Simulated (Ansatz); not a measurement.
# C2HClO2: small, medium and large basis sets

One table from this session's results is given with a row withheld; the runs are named, their logs left out.

Computed with Ansatz 0.2.0, Gaussian basis. Level: one geometry, several basis sets.

Levels to be run: PBE0-D4/def2-SVP; ωB97M-V/def2-SVP; PBE0-D4/def2-QZVPP; ωB97M-V/def2-QZVPP; the functionals' def2-TZVPP values are taken from earlier runs.

## Structure used throughout

An earlier PBE0-D4 in a triple-zeta def2 set relaxation fixed the geometry.

SMILES `O=C=C(O)Cl`, 6 atoms, charge 0, spin multiplicity 1.

Atoms are counted from 1 here; the program's logs count them from 0.

Bond lengths: O1–C2 1.159 Å, C2–C3 1.316 Å, C3–O4 1.356 Å, C3–Cl5 1.726 Å, O4–H6 0.965 Å. Angles: O1–C2–C3 179.4°, C2–C3–O4 122.0°, C2–C3–Cl5 117.7°, O4–C3–Cl5 120.1°, C3–O4–H6 109.2°.

The first run:

Input file in.yaml:

```yaml
crystal:
  periodic: [false, false, false]
  atoms:
    - {symbol: O, position_ang: [0.637567, -2.212212, -0.077381]}
    - {symbol: C, position_ang: [0.338710, -1.093577, -0.131680]}
    - {symbol: C, position_ang: [0.009077, 0.178663, -0.204248]}
    - {symbol: O, position_ang: [0.264998, 1.046516, 0.806209]}
    - {symbol: Cl, position_ang: [-0.646924, 0.753222, -1.694314]}
    - {symbol: H, position_ang: [-0.561427, 1.263289, 1.255213]}
basis:
  gaussian: {orbitals: def2-SVP}
hamiltonian: {xc: pbe0, dispersion: d4}
output: {orbitals: {seedname: orbitals}}
```

Run with:

```bash
$ ansatz run in.yaml --threads 2 --pin off --events-out ev --progress --plain --max-ram 4352MiB
```

Among the steps run: PBE0-D4 in def2-SVP; ωB97M-V in def2-SVP; PBE0-D4 in def2-QZVPP; ωB97M-V in def2-QZVPP.

One table of the session follows, with a row left open; its other results are not shown here.

It belongs to the step «Density functionals: the series». 

| functional | basis | HOMO (eV) | LUMO (eV) |
| --- | --- | --- | --- |
| PBE0-D4 | def2-SVP | -6.48 | -1.84 |
| PBE0-D4 | def2-TZVPP | ? | ? |
| PBE0-D4 | def2-QZVPP | -6.68 | -2.03 |
| ωB97M-V | def2-SVP | -8.62 | 0.57 |
| ωB97M-V | def2-TZVPP | -8.81 | 0.36 |
| ωB97M-V | def2-QZVPP | -8.87 | 0.26 |

Estimate the missing values for PBE0-D4, def2-TZVPP.

The run gave: HOMO (eV): -6.63; LUMO (eV): -1.97. In the column «HOMO (eV)» it lies between PBE0-D4, def2-QZVPP (-6.68) and PBE0-D4, def2-SVP (-6.48).
